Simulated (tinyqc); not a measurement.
G0W0 on RHF in the sto-3g basis, for H2O, spin multiplicity 1, step by step. One step of it, computed by the program tinyqc.

Task: Screening: direct RPA. With D = e_a - e_i and K = (ia|jb): diagonalise D^(1/2) (D + 4K) D^(1/2) = Z w^2 Z^T; X + Y = D^(1/2) Z w^(-1/2), each column of Z with its largest component positive (the first on a tie); E_c = (sum w - tr (D + 2K)) / 2.

orbital energies (hartree): MO1 -20.264192, MO2 -1.230534, MO3 -0.556717, MO4 -0.457089, MO5 -0.392203, MO6 0.524069, MO7 0.612900

Two-electron integrals over orbitals (pq|rs), unique and non-zero (hartree):
```
(11|11) 4.746192    (21|11) -0.423979   (21|21) 0.059987    (22|11) 1.013178
(22|21) -0.014345   (22|22) 0.724857    (31|31) 0.011036    (32|31) 0.017386
(32|32) 0.134807    (33|11) 0.780811    (33|21) -0.004675   (33|22) 0.628496
(33|33) 0.609446    (41|11) 0.178265    (41|21) -0.022932   (41|22) 0.014020
(41|33) 0.006077    (41|41) 0.025405    (42|11) -0.147954   (42|21) 0.008730
(42|22) -0.014980   (42|33) 0.004240    (42|41) 0.017570    (42|42) 0.128137
(43|31) -0.003190   (43|32) 0.024103    (43|43) 0.053646    (44|11) 0.946124
(44|21) -0.011916   (44|22) 0.661405    (44|33) 0.577099    (44|41) -0.009138
(44|42) -0.096486   (44|44) 0.719090    (51|51) 0.025985    (52|51) 0.032903
(52|52) 0.147937    (53|53) 0.027497    (54|51) -0.012918   (54|52) -0.046854
(54|54) 0.051301    (55|11) 1.115352    (55|21) -0.011961   (55|22) 0.751111
(55|33) 0.613872    (55|41) 0.005014    (55|42) -0.079824   (55|44) 0.698579
(55|55) 0.880159    (61|11) -0.205938   (61|21) 0.031380    (61|22) -0.000851
(61|33) 0.000784    (61|41) 0.001843    (61|42) 0.021097    (61|44) -0.017203
(61|55) -0.005499   (61|61) 0.027957    (62|11) 0.279419    (62|21) -0.005982
(62|22) 0.136711    (62|33) 0.072550    (62|41) 0.018680    (62|42) 0.027332
(62|44) 0.066794    (62|55) 0.146628    (62|61) 0.010091    (62|62) 0.098342
(63|31) 0.003102    (63|32) -0.033362   (63|43) -0.033394   (63|63) 0.069011
(64|11) 0.259118    (64|21) -0.003370   (64|22) 0.116221    (64|33) 0.048937
(64|41) 0.000500    (64|42) -0.051068   (64|44) 0.131392    (64|55) 0.141955
(64|61) -0.002390   (64|62) 0.058648    (64|64) 0.092493    (65|51) 0.013622
(65|52) 0.052795    (65|54) 0.003455    (65|65) 0.035787    (66|11) 0.803379
(66|21) -0.007454   (66|22) 0.607568    (66|33) 0.560764    (66|41) 0.018905
(66|42) 0.049141    (66|44) 0.551279    (66|55) 0.588388    (66|61) 0.009308
(66|62) 0.097824    (66|64) 0.051867    (66|66) 0.594155    (71|31) 0.014575
(71|32) 0.021772    (71|43) -0.004308   (71|63) 0.003557    (71|71) 0.019284
(72|31) 0.014457    (72|32) 0.048672    (72|43) -0.034012   (72|63) 0.032513
(72|71) 0.018225    (72|72) 0.065237    (73|11) 0.365792    (73|21) -0.007155
(73|22) 0.152040    (73|33) 0.089295    (73|41) -0.000466   (73|42) -0.081868
(73|44) 0.143051    (73|55) 0.197197    (73|61) -0.006301   (73|62) 0.070291
(73|64) 0.097650    (73|66) 0.043398    (73|73) 0.159656    (74|31) -0.009023
(74|32) -0.076406   (74|43) -0.009554   (74|63) 0.050281    (74|71) -0.011857
(74|72) -0.016007   (74|74) 0.072750    (75|53) 0.023740    (75|75) 0.024230
(76|31) 0.007872    (76|32) 0.087627    (76|43) 0.057529    (76|63) -0.060846
(76|71) 0.010054    (76|72) -0.008347   (76|74) -0.060732   (76|76) 0.110492
(77|11) 0.835532    (77|21) -0.008661   (77|22) 0.610177    (77|33) 0.591678
(77|41) 0.004095    (77|42) -0.014332   (77|44) 0.583381    (77|55) 0.608782
(77|61) -0.003629   (77|62) 0.062327    (77|64) 0.045931    (77|66) 0.558168
(77|73) 0.087698    (77|77) 0.599877
```

Give: D^(1/2) (D + 4K) D^(1/2); excitation energies w; X + Y; RPA correlation energy.

Result:

D^(1/2) (D + 4K) D^(1/2) (hartree^2):
```
          1>6       1>7     2>6      2>7     3>6      3>7      4>6      4>7
1>6  434.4765    0.0000  0.2438   0.0000  0.0000  -0.1243  -0.0432   0.0000
1>7    0.0000  437.4634  0.0000   0.4523  0.0676   0.0000   0.0000  -0.2242
2>6    0.2438    0.0000  3.7688   0.0000  0.0000   0.4028   0.3078   0.0000
2>7    0.0000    0.4523  0.0000   3.8793  0.1836   0.0000   0.0000  -0.0899
3>6    0.0000    0.0676  0.0000   0.1836  1.4664   0.0000   0.0000   0.2163
3>7   -0.1243    0.0000  0.4028   0.0000  0.0000   2.1149   0.4184   0.0000
4>6   -0.0432    0.0000  0.3078   0.0000  0.0000   0.4184   1.3257   0.0000
4>7    0.0000   -0.2242  0.0000  -0.0899  0.2163   0.0000   0.0000   1.4562
5>6    0.0000    0.0000  0.0000   0.0000  0.0000   0.0000   0.0000   0.0000
5>7    0.0000    0.0000  0.0000   0.0000  0.0000   0.0000   0.0000   0.0000

        5>6     5>7
1>6  0.0000  0.0000
1>7  0.0000  0.0000
2>6  0.0000  0.0000
2>7  0.0000  0.0000
3>6  0.0000  0.0000
3>7  0.0000  0.0000
4>6  0.0000  0.0000
4>7  0.0000  0.0000
5>6  0.9707  0.0000
5>7  0.0000  1.1076
```

excitation energies w (hartree): [0.9853, 1.0524, 1.0672, 1.1094, 1.2945, 1.4655, 1.9736, 1.9806, 20.8441, 20.9156]

X + Y:
```
          1       2        3        4        5        6        7        8
1>6  0.0000  0.0000   0.0001   0.0000   0.0000   0.0017   0.0000  -0.0015
1>7  0.0000  0.0000   0.0000   0.0017   0.0011   0.0000  -0.0035   0.0000
2>6  0.0000  0.0000  -0.0651   0.0000   0.0000  -0.3148   0.0000   0.9002
2>7  0.0000  0.0000   0.0000   0.0938  -0.0358   0.0000   0.9635   0.0000
3>6  0.0000  0.0000   0.0000  -0.6956   0.6449   0.0000   0.0538   0.0000
3>7  0.0000  0.0000  -0.3934   0.0000   0.0000   0.7976   0.0000   0.1911
4>6  0.0000  0.0000   0.8873   0.0000   0.0000   0.2837   0.0000   0.1080
4>7  0.0000  0.0000   0.0000   0.6931   0.6435   0.0000  -0.0223   0.0000
5>6  0.9644  0.0000   0.0000   0.0000   0.0000   0.0000   0.0000   0.0000
5>7  0.0000  0.9772   0.0000   0.0000   0.0000   0.0000   0.0000   0.0000

           9       10
1>6   0.9987   0.0000
1>7   0.0000   0.9991
2>6   0.0002   0.0000
2>7   0.0000   0.0003
3>6   0.0000   0.0000
3>7  -0.0001   0.0000
4>6   0.0000   0.0000
4>7   0.0000  -0.0001
5>6   0.0000   0.0000
5>7   0.0000   0.0000
```

RPA correlation energy = -0.063831 hartree
